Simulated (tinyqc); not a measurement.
Worked calculation (part 1 of 3): ROHF in the sto-3g basis, for NH3+, spin multiplicity 2. Computed by tinyqc, a small Python program that keeps every step (integrals from PySCF). Settings: charge = 1, multiplicity = 2, basis = sto-3g, energy threshold = 1e-08, iteration cap = 74, orthogonalisation = canonical, start = core, DIIS depth = 0, method = ROHF. Command: `OMP_NUM_THREADS=1 python tinyqc.py 29069 29070 out.jsonl` (the two numbers bound the seeds that draw the settings). One thread of a shared host (Intel(R) Xeon(R) Processor @ 2.60GHz), about 0.08 s of CPU time with the checks. Later iterations appear only in the table of the cycle.

## One-electron integrals

Geometry (angstrom):
```
atom          x          y         z
N      0.000000   0.000000  0.208000
H      1.253000   0.000000  0.000000
H     -0.626000   1.085000  0.000000
H     -0.626000  -1.085000  0.000000
```

Basis sto-3g: exponents (1/bohr^2) and contraction coefficients of normalised primitives:
```
element  l (shell)   exponent  coefficient
N            s (1)  99.106169     0.154329
N            s (1)  18.052312     0.535328
N            s (1)   4.885660     0.444635
N            s (2)   3.780456    -0.099967
N            s (2)   0.878497     0.399513
N            s (2)   0.285714     0.700115
N            p (3)   3.780456     0.155916
N            p (3)   0.878497     0.607684
N            p (3)   0.285714     0.391957
H            s (1)   3.425251     0.154329
H            s (1)   0.623914     0.535328
H            s (1)   0.168855     0.444635
```

Overlap, kinetic and nuclear-attraction integrals over the contracted functions; the nuclear repulsion is the sum of Za Zb / Rab.

nuclear repulsion = 9.48243983 hartree

overlap S, order 1N 1s, 1N 2s, 1N 2px, 1N 2py, 1N 2pz, 2H 1s, 3H 1s, 4H 1s:
```
[[1.000000, 0.235038, 0.000000, 0.000000, 0.000000, 0.031882, 0.031908, 0.031908],
 [0.235038, 1.000000, 0.000000, 0.000000, 0.000000, 0.348044, 0.348226, 0.348226],
 [0.000000, 0.000000, 1.000000, 0.000000, 0.000000, 0.337458, -0.168710, -0.168710],
 [0.000000, 0.000000, 0.000000, 1.000000, 0.000000, 0.000000, 0.292413, -0.292413],
 [0.000000, 0.000000, 0.000000, 0.000000, 1.000000, -0.056019, -0.056057, -0.056057],
 [0.031882, 0.348044, 0.337458, 0.000000, -0.056019, 1.000000, 0.089639, 0.089639],
 [0.031908, 0.348226, -0.168710, 0.292413, -0.056057, 0.089639, 1.000000, 0.089602],
 [0.031908, 0.348226, -0.168710, -0.292413, -0.056057, 0.089639, 0.089602, 1.000000]]
```

kinetic energy T (hartree), order 1N 1s, 1N 2s, 1N 2px, 1N 2py, 1N 2pz, 2H 1s, 3H 1s, 4H 1s:
```
[[21.990753, -0.128416, 0.000000, 0.000000, 0.000000, -0.009695, -0.009700, -0.009700],
 [-0.128416, 0.606994, 0.000000, 0.000000, 0.000000, 0.043098, 0.043177, 0.043177],
 [0.000000, 0.000000, 1.899358, 0.000000, 0.000000, 0.133638, -0.066862, -0.066862],
 [0.000000, 0.000000, 0.000000, 1.899358, 0.000000, 0.000000, 0.115887, -0.115887],
 [0.000000, 0.000000, 0.000000, 0.000000, 1.899358, -0.022184, -0.022216, -0.022216],
 [-0.009695, 0.043098, 0.133638, 0.000000, -0.022184, 0.760032, -0.011342, -0.011342],
 [-0.009700, 0.043177, -0.066862, 0.115887, -0.022216, -0.011342, 0.760032, -0.011343],
 [-0.009700, 0.043177, -0.066862, -0.115887, -0.022216, -0.011342, -0.011343, 0.760032]]
```

nuclear attraction V (hartree), order 1N 1s, 1N 2s, 1N 2px, 1N 2py, 1N 2pz, 2H 1s, 3H 1s, 4H 1s:
```
[[-47.436079, -5.726771, 0.000000, 0.000000, 0.004943, -0.791530, -0.792183, -0.792183],
 [-5.726771, -8.108032, -0.000001, 0.000000, 0.061119, -2.174955, -2.176297, -2.176297],
 [0.000000, -0.000001, -8.087779, 0.000000, -0.000006, -1.892287, 0.946143, 0.946143],
 [0.000000, 0.000000, 0.000000, -8.087908, 0.000000, 0.000000, -1.639903, 1.639903],
 [0.004943, 0.061119, -0.000006, 0.000000, -7.980498, 0.325817, 0.326077, 0.326077],
 [-0.791530, -2.174955, -1.892287, 0.000000, 0.325817, -4.600011, -0.469301, -0.469301],
 [-0.792183, -2.176297, 0.946143, -1.639903, 0.326077, -0.469301, -4.600752, -0.469202],
 [-0.792183, -2.176297, 0.946143, 1.639903, 0.326077, -0.469301, -0.469202, -4.600752]]
```

core Hamiltonian H = T + V (hartree), order 1N 1s, 1N 2s, 1N 2px, 1N 2py, 1N 2pz, 2H 1s, 3H 1s, 4H 1s:
```
[[-25.445325, -5.855187, 0.000000, 0.000000, 0.004943, -0.801225, -0.801883, -0.801883],
 [-5.855187, -7.501038, -0.000001, 0.000000, 0.061119, -2.131857, -2.133120, -2.133120],
 [0.000000, -0.000001, -6.188421, 0.000000, -0.000006, -1.758649, 0.879281, 0.879281],
 [0.000000, 0.000000, 0.000000, -6.188550, 0.000000, 0.000000, -1.524016, 1.524016],
 [0.004943, 0.061119, -0.000006, 0.000000, -6.081140, 0.303633, 0.303861, 0.303861],
 [-0.801225, -2.131857, -1.758649, 0.000000, 0.303633, -3.839979, -0.480643, -0.480643],
 [-0.801883, -2.133120, 0.879281, -1.524016, 0.303861, -0.480643, -3.840720, -0.480545],
 [-0.801883, -2.133120, 0.879281, 1.524016, 0.303861, -0.480643, -0.480545, -3.840720]]
```

## Two-electron integrals

Functions are numbered as in S; the eight-fold symmetry (ij|kl) = (ji|kl) = (kl|ij) leaves the list below.

Two-electron integrals (ij|kl) in chemists' order, unique and non-zero (hartree):
```
(11|11) 4.166630    (21|11) 0.640849    (21|21) 0.117461    (22|11) 0.969864
(22|21) 0.220936    (22|22) 0.708245    (31|31) 0.020960    (32|31) 0.032452
(32|32) 0.156449    (33|11) 0.967124    (33|21) 0.220977    (33|22) 0.708086
(33|33) 0.762805    (41|41) 0.020960    (42|41) 0.032452    (42|42) 0.156449
(43|43) 0.041119    (44|11) 0.967124    (44|21) 0.220977    (44|22) 0.708086
(44|33) 0.680568    (44|44) 0.762805    (51|51) 0.020960    (52|51) 0.032452
(52|52) 0.156449    (53|53) 0.041119    (54|54) 0.041119    (55|11) 0.967124
(55|21) 0.220977    (55|22) 0.708086    (55|33) 0.680568    (55|44) 0.680568
(55|55) 0.762805    (61|11) 0.087694    (61|21) 0.015966    (61|22) 0.029936
(61|31) 0.000798    (61|32) 0.001517    (61|33) 0.030081    (61|44) 0.029862
(61|51) -0.000132   (61|52) -0.000252   (61|53) -0.000036   (61|55) 0.029868
(61|61) 0.002204    (62|11) 0.241001    (62|21) 0.055700    (62|22) 0.200706
(62|31) 0.004575    (62|32) 0.036736    (62|33) 0.208797    (62|44) 0.196389
(62|51) -0.000760   (62|52) -0.006098   (62|53) -0.002060   (62|55) 0.196731
(62|61) 0.007796    (62|62) 0.076254    (63|11) 0.198697    (63|21) 0.046459
(63|22) 0.178220    (63|31) 0.008621    (63|32) 0.062118    (63|33) 0.194409
(63|44) 0.169882    (63|51) -0.000546   (63|52) -0.004996   (63|53) -0.002885
(63|55) 0.170164    (63|61) 0.006750    (63|62) 0.081294    (63|63) 0.094734
(64|41) 0.005334    (64|42) 0.032022    (64|43) 0.007145    (64|54) -0.001186
(64|64) 0.009392    (65|11) -0.032984   (65|21) -0.007712   (65|22) -0.029585
(65|31) -0.000546   (65|32) -0.004996   (65|33) -0.029900   (65|44) -0.028201
(65|51) 0.005424    (65|52) 0.032851    (65|53) 0.007427    (65|55) -0.030620
(65|61) -0.001120   (65|62) -0.013495   (65|63) -0.014167   (65|65) 0.011744
(66|11) 0.412021    (66|21) 0.096701    (66|22) 0.400177    (66|31) 0.009180
(66|32) 0.103139    (66|33) 0.433670    (66|44) 0.382457    (66|51) -0.001524
(66|52) -0.017121   (66|53) -0.008501   (66|55) 0.383868    (66|61) 0.013629
(66|62) 0.201682    (66|63) 0.240366    (66|65) -0.039901   (66|66) 0.774606
(71|11) 0.087766    (71|21) 0.015980    (71|22) 0.029960    (71|31) -0.000399
(71|32) -0.000759   (71|33) 0.029941    (71|41) 0.000691    (71|42) 0.001315
(71|43) -0.000095   (71|44) 0.030051    (71|51) -0.000133   (71|52) -0.000252
(71|53) 0.000018    (71|54) -0.000031   (71|55) 0.029893    (71|61) 0.002158
(71|62) 0.007448    (71|63) 0.006096    (71|64) 0.000212    (71|65) -0.001073
(71|66) 0.012902    (71|71) 0.002208    (72|11) 0.241154    (72|21) 0.055735
(72|22) 0.200827    (72|31) -0.002288   (72|32) -0.018369   (72|33) 0.199608
(72|41) 0.003966    (72|42) 0.031838    (72|43) -0.005374   (72|44) 0.205822
(72|51) -0.000760   (72|52) -0.006103   (72|53) 0.001030    (72|54) -0.001786
(72|55) 0.196850    (72|61) 0.007447    (72|62) 0.054880    (72|63) 0.045749
(72|64) 0.006359    (72|65) -0.009422   (72|66) 0.111835    (72|71) 0.007808
(72|72) 0.076339    (73|11) -0.099351   (73|21) -0.023230   (73|22) -0.089109
(73|31) 0.006159    (73|32) 0.039563    (73|33) -0.093364   (73|41) -0.001424
(73|42) -0.013034   (73|43) 0.008408    (73|44) -0.088780   (73|51) 0.000273
(73|52) 0.002499    (73|53) -0.001612   (73|54) 0.000736    (73|55) -0.085081
(73|61) -0.002862   (73|62) -0.017352   (73|63) -0.008767   (73|64) -0.001479
(73|65) 0.002934    (73|66) -0.030195   (73|71) -0.003378   (73|72) -0.040667
(73|73) 0.030737    (74|11) 0.172198    (74|21) 0.040263    (74|22) 0.154447
(74|31) -0.001424   (74|32) -0.013034   (74|33) 0.149436    (74|41) 0.007805
(74|42) 0.054634    (74|43) -0.007413   (74|44) 0.166261    (74|51) -0.000473
(74|52) -0.004331   (74|53) 0.000736    (74|54) -0.002463   (74|55) 0.147465
(74|61) 0.005384    (74|62) 0.042799    (74|63) 0.035588    (74|64) 0.010912
(74|65) -0.007220   (74|66) 0.088614    (74|71) 0.005855    (74|72) 0.070486
(74|73) -0.036975   (74|74) 0.073490    (75|11) -0.033011   (75|21) -0.007719
(75|22) -0.029608   (75|31) 0.000273    (75|32) 0.002499    (75|33) -0.028648
(75|41) -0.000473   (75|42) -0.004331   (75|43) 0.000736    (75|44) -0.029499
(75|51) 0.005428    (75|52) 0.032874    (75|53) -0.003714   (75|54) 0.006437
(75|55) -0.030644   (75|61) -0.001073   (75|62) -0.009424   (75|63) -0.007722
(75|64) -0.001067   (75|65) 0.007936    (75|66) -0.020462   (75|71) -0.001122
(75|72) -0.013512   (75|73) 0.007088    (75|74) -0.012286   (75|75) 0.011759
(76|11) 0.050050    (76|21) 0.011641    (76|22) 0.044538    (76|31) 0.000389
(76|32) 0.003543    (76|33) 0.044801    (76|41) 0.000674    (76|42) 0.006133
(76|43) 0.000271    (76|44) 0.045113    (76|51) -0.000258   (76|52) -0.002351
(76|53) -0.000302   (76|54) -0.000523   (76|55) 0.043652    (76|61) 0.001601
(76|62) 0.015632    (76|63) 0.015579    (76|64) 0.001711    (76|65) -0.003078
(76|66) 0.040180    (76|71) 0.001602    (76|72) 0.015640    (76|73) -0.006306
(76|74) 0.014354    (76|75) -0.003080   (76|76) 0.004037    (77|11) 0.412130
(77|21) 0.096727    (77|22) 0.400270    (77|31) -0.004590   (77|32) -0.051560
(77|33) 0.395337    (77|41) 0.007955    (77|42) 0.089366    (77|43) -0.022177
(77|44) 0.420980    (77|51) -0.001525   (77|52) -0.017132   (77|53) 0.004251
(77|54) -0.007369   (77|55) 0.383955    (77|61) 0.012894    (77|62) 0.111792
(77|63) 0.091819    (77|64) 0.018124    (77|65) -0.020452   (77|66) 0.243454
(77|71) 0.013644    (77|72) 0.201813    (77|73) -0.120188   (77|74) 0.208313
(77|75) -0.039935   (77|76) 0.040180    (77|77) 0.774606    (81|11) 0.087766
(81|21) 0.015980    (81|22) 0.029960    (81|31) -0.000399   (81|32) -0.000759
(81|33) 0.029941    (81|41) -0.000691   (81|42) -0.001315   (81|43) 0.000095
(81|44) 0.030051    (81|51) -0.000133   (81|52) -0.000252   (81|53) 0.000018
(81|54) 0.000031    (81|55) 0.029893    (81|61) 0.002158    (81|62) 0.007448
(81|63) 0.006096    (81|64) -0.000212   (81|65) -0.001073   (81|66) 0.012902
(81|71) 0.002159    (81|72) 0.007452    (81|73) -0.003231   (81|74) 0.005177
(81|75) -0.001074   (81|76) 0.001543    (81|77) 0.012905    (81|81) 0.002208
(82|11) 0.241154    (82|21) 0.055735    (82|22) 0.200827    (82|31) -0.002288
(82|32) -0.018369   (82|33) 0.199608    (82|41) -0.003966   (82|42) -0.031838
(82|43) 0.005374    (82|44) 0.205822    (82|51) -0.000760   (82|52) -0.006103
(82|53) 0.001030    (82|54) 0.001786    (82|55) 0.196850    (82|61) 0.007447
(82|62) 0.054880    (82|63) 0.045749    (82|64) -0.006359   (82|65) -0.009422
(82|66) 0.111835    (82|71) 0.007452    (82|72) 0.054906    (82|73) -0.028375
(82|74) 0.036459    (82|75) -0.009428   (82|76) 0.011813    (82|77) 0.111837
(82|81) 0.007808    (82|82) 0.076339    (83|11) -0.099351   (83|21) -0.023230
(83|22) -0.089109   (83|31) 0.006159    (83|32) 0.039563    (83|33) -0.093364
(83|41) 0.001424    (83|42) 0.013034    (83|43) -0.008408   (83|44) -0.088780
(83|51) 0.000273    (83|52) 0.002499    (83|53) -0.001612   (83|54) -0.000736
(83|55) -0.085081   (83|61) -0.002862   (83|62) -0.017352   (83|63) -0.008767
(83|64) 0.001479    (83|65) 0.002934    (83|66) -0.030195   (83|71) -0.003231
(83|72) -0.028375   (83|73) 0.020748    (83|74) -0.018531   (83|75) 0.004784
(83|76) -0.004717   (83|77) -0.061587   (83|81) -0.003378   (83|82) -0.040667
(83|83) 0.030737    (84|11) -0.172198   (84|21) -0.040263   (84|22) -0.154447
(84|31) 0.001424    (84|32) 0.013034    (84|33) -0.149436   (84|41) 0.007805
(84|42) 0.054634    (84|43) -0.007413   (84|44) -0.166261   (84|51) 0.000473
(84|52) 0.004331    (84|53) -0.000736   (84|54) -0.002463   (84|55) -0.147465
(84|61) -0.005384   (84|62) -0.042799   (84|63) -0.035588   (84|64) 0.010912
(84|65) 0.007220    (84|66) -0.088614   (84|71) -0.005177   (84|72) -0.036459
(84|73) 0.018531    (84|74) -0.018636   (84|75) 0.006157    (84|76) -0.008178
(84|77) -0.070487   (84|81) -0.005855   (84|82) -0.070486   (84|83) 0.036975
(84|84) 0.073490    (85|11) -0.033011   (85|21) -0.007719   (85|22) -0.029608
(85|31) 0.000273    (85|32) 0.002499    (85|33) -0.028648   (85|41) 0.000473
(85|42) 0.004331    (85|43) -0.000736   (85|44) -0.029499   (85|51) 0.005428
(85|52) 0.032874    (85|53) -0.003714   (85|54) -0.006437   (85|55) -0.030644
(85|61) -0.001073   (85|62) -0.009424   (85|63) -0.007722   (85|64) 0.001067
(85|65) 0.007936    (85|66) -0.020462   (85|71) -0.001074   (85|72) -0.009428
(85|73) 0.004784    (85|74) -0.006157   (85|75) 0.007940    (85|76) -0.002247
(85|77) -0.020463   (85|81) -0.001122   (85|82) -0.013512   (85|83) 0.007088
(85|84) 0.012286    (85|85) 0.011759    (86|11) 0.050050    (86|21) 0.011641
(86|22) 0.044538    (86|31) 0.000389    (86|32) 0.003543    (86|33) 0.044801
(86|41) -0.000674   (86|42) -0.006133   (86|43) -0.000271   (86|44) 0.045113
(86|51) -0.000258   (86|52) -0.002351   (86|53) -0.000302   (86|54) 0.000523
(86|55) 0.043652    (86|61) 0.001601    (86|62) 0.015632    (86|63) 0.015579
(86|64) -0.001711   (86|65) -0.003078   (86|66) 0.040180    (86|71) 0.001543
(86|72) 0.011813    (86|73) -0.004717   (86|74) 0.008178    (86|75) -0.002247
(86|76) 0.003124    (86|77) 0.024375    (86|81) 0.001602    (86|82) 0.015640
(86|83) -0.006306   (86|84) -0.014354   (86|85) -0.003080   (86|86) 0.004037
(87|11) 0.050043    (87|21) 0.011639    (87|22) 0.044529    (87|31) -0.000778
(87|32) -0.007077   (87|33) 0.045258    (87|44) 0.044636    (87|51) -0.000258
(87|52) -0.002351   (87|53) 0.000603    (87|55) 0.043643    (87|61) 0.001542
(87|62) 0.011805    (87|63) 0.009436    (87|65) -0.002245   (87|66) 0.024367
(87|71) 0.001602    (87|72) 0.015634    (87|73) -0.009266   (87|74) 0.012639
(87|75) -0.003079   (87|76) 0.003123    (87|77) 0.040161    (87|81) 0.001602
(87|82) 0.015634    (87|83) -0.009266   (87|84) -0.012639   (87|85) -0.003079
(87|86) 0.003123    (87|87) 0.004034    (88|11) 0.412130    (88|21) 0.096727
(88|22) 0.400270    (88|31) -0.004590   (88|32) -0.051560   (88|33) 0.395337
(88|41) -0.007955   (88|42) -0.089366   (88|43) 0.022177    (88|44) 0.420980
(88|51) -0.001525   (88|52) -0.017132   (88|53) 0.004251    (88|54) 0.007369
(88|55) 0.383955    (88|61) 0.012894    (88|62) 0.111792    (88|63) 0.091819
(88|64) -0.018124   (88|65) -0.020452   (88|66) 0.243454    (88|71) 0.012905
(88|72) 0.111837    (88|73) -0.061587   (88|74) 0.070487    (88|75) -0.020463
(88|76) 0.024375    (88|77) 0.243428    (88|81) 0.013644    (88|82) 0.201813
(88|83) -0.120188   (88|84) -0.208313   (88|85) -0.039935   (88|86) 0.040180
(88|87) 0.040161    (88|88) 0.774606
```

## Orthogonalisation

S = U s U^T; canonical form X = U s^(-1/2), so that X^T S X = 1. Each column of U has its largest component positive (the first on a tie).

eigenvalues of S: [0.435741, 0.539244, 0.539466, 0.957392, 1.028582, 1.370883, 1.371153, 1.757538]

X, order 1N 1s, 1N 2s, 1N 2px, 1N 2py, 1N 2pz, 2H 1s, 3H 1s, 4H 1s:
```
[[-0.383608, 0.000000, -0.000341, 0.737981, 0.583837, -0.000004, 0.000000, 0.190617],
 [1.135564, 0.000000, 0.000736, -0.067284, 0.123118, 0.000010, 0.000000, 0.487788],
 [-0.000676, 0.000000, 0.909341, 0.000076, 0.000030, 0.635655, 0.000000, -0.000040],
 [0.000000, 0.909591, 0.000000, 0.000000, 0.000000, 0.000000, 0.635557, 0.000000],
 [-0.157070, 0.000000, -0.000074, -0.644470, 0.753014, 0.000010, 0.000000, -0.068999],
 [-0.526341, 0.000000, -0.827750, -0.163314, -0.127998, 0.465847, 0.000000, 0.310800],
 [-0.527530, -0.716621, 0.413287, -0.163322, -0.128014, -0.232795, 0.403349, 0.310924],
 [-0.527530, 0.716621, 0.413287, -0.163322, -0.128014, -0.232795, -0.403349, 0.310924]]
```

## Starting guess

The start is the orbitals of the core Hamiltonian; D(s) = C_occ C_occ^T for each spin.

D(alpha) at the start, order 1N 1s, 1N 2s, 1N 2px, 1N 2py, 1N 2pz, 2H 1s, 3H 1s, 4H 1s:
```
[[1.065850, -0.292199, 0.000007, 0.000000, 0.007351, 0.030700, 0.030718, 0.030718],
 [-0.292199, 1.292193, -0.000048, 0.000000, -0.041771, -0.130822, -0.130902, -0.130902],
 [0.000007, -0.000048, 1.139440, 0.000000, 0.000011, -0.173288, 0.086646, 0.086646],
 [0.000000, 0.000000, 0.000000, 1.139628, 0.000000, 0.000000, -0.150186, 0.150186],
 [0.007351, -0.041771, 0.000011, 0.000000, 1.007222, 0.027179, 0.027202, 0.027202],
 [0.030700, -0.130822, -0.173288, 0.000000, 0.027179, 0.040125, 0.000601, 0.000601],
 [0.030718, -0.130902, 0.086646, -0.150186, 0.027202, 0.000601, 0.040167, 0.000582],
 [0.030718, -0.130902, 0.086646, 0.150186, 0.027202, 0.000601, 0.000582, 0.040167]]
```

D(beta) at the start, order 1N 1s, 1N 2s, 1N 2px, 1N 2py, 1N 2pz, 2H 1s, 3H 1s, 4H 1s:
```
[[1.064655, -0.287039, 0.000005, 0.000000, 0.041560, 0.030962, 0.030980, 0.030980],
 [-0.287039, 1.269917, -0.000041, 0.000000, -0.189447, -0.131954, -0.132034, -0.132034],
 [0.000005, -0.000041, 1.139440, 0.000000, 0.000054, -0.173287, 0.086647, 0.086647],
 [0.000000, 0.000000, 0.000000, 1.139628, 0.000000, 0.000000, -0.150186, 0.150186],
 [0.041560, -0.189447, 0.000054, 0.000000, 0.028263, 0.019676, 0.019699, 0.019699],
 [0.030962, -0.131954, -0.173287, 0.000000, 0.019676, 0.040067, 0.000544, 0.000544],
 [0.030980, -0.132034, 0.086647, -0.150186, 0.019699, 0.000544, 0.040109, 0.000525],
 [0.030980, -0.132034, 0.086647, 0.150186, 0.019699, 0.000544, 0.000525, 0.040109]]
```
